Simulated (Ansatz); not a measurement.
Reactions of CH2Cl2O2 (`OC(O)(Cl)Cl`).

Program: Ansatz. Geometries: PBE0-D4/def2-TZVP. ΔE: electronic, gas phase. CCSD(T)/CBS is the MP2 limit (def2-TZVPP, def2-QZVPP) plus CCSD(T) − MP2 in def2-TZVPP, frozen cores. This one scheme is used for every species, atoms too. No spin–orbit coupling; open shells (•) take unrestricted orbitals. Spin–orbit coupling would lower the free atoms: a little for C, Cl, O. One conformer a species, not always the lowest.

Problem. Order these by ΔE at CCSD(T)/CBS, lowest first. (Estimate.)
A. `OC(O)(Cl)Cl` + H₂O → `OC(O)(O)Cl` + HCl
B. `OC(O)(Cl)Cl` + H₂ → `OC(O)Cl` + HCl
C. `OC(O)(Cl)Cl` → `Cl[C]Cl` + `OO`
D. `OC(O)(Cl)Cl` → C• + 2 Cl• + 2 H• + 2 O•
E. `OC(O)(Cl)Cl` + H–F → `OC(F)(Cl)Cl` + H₂O
F. `OC(O)(Cl)Cl` + H₂ → `OC(Cl)Cl` + H₂O

Solution. B (-89.8 kJ/mol), F (-81.5 kJ/mol), A (-39.3 kJ/mol), E (+9.7 kJ/mol), C (+562.2 kJ/mol), D (+2426.9 kJ/mol).

Largest T1 diagnostic: 0.020, for `Cl[C]Cl`.
